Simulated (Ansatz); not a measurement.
Basis-set extrapolation for C2H3F3 (`FCC(F)F`) (PBE0-D4/def2-TZVP geometry, frozen core, the Gaussian-basis code of Ansatz). Multiplicity 1, RHF reference.

```
                      def2-TZVPP   def2-QZVPP
                 HF  -375.957102  -375.973573
    MP2 correlation    -1.076260    -1.171286
CCSD(T) correlation    -1.130126      not run
```

Energies in hartree. Use E(X) = E(∞) + A·exp(−7.88·√X) for Hartree–Fock and E(X) = E(∞) + B·X^(−2.97) for correlation, with X = 3 and 4, and add CCSD(T) minus MP2 of the smaller set to the MP2 limit.

**Question.** What is the CCSD(T) energy at the basis-set limit?

**Answer.** HF limit: -375.973573 + (-0.016471) × 0.13774 = -375.97584. MP2 limit: -1.171286 + (-0.095026) × 0.74074 = -1.24168. Higher-order term: -1.130126 − (-1.076260) = -0.05387. Total: -377.27139 hartree, 483.5 kJ/mol below CCSD(T)/def2-TZVPP.
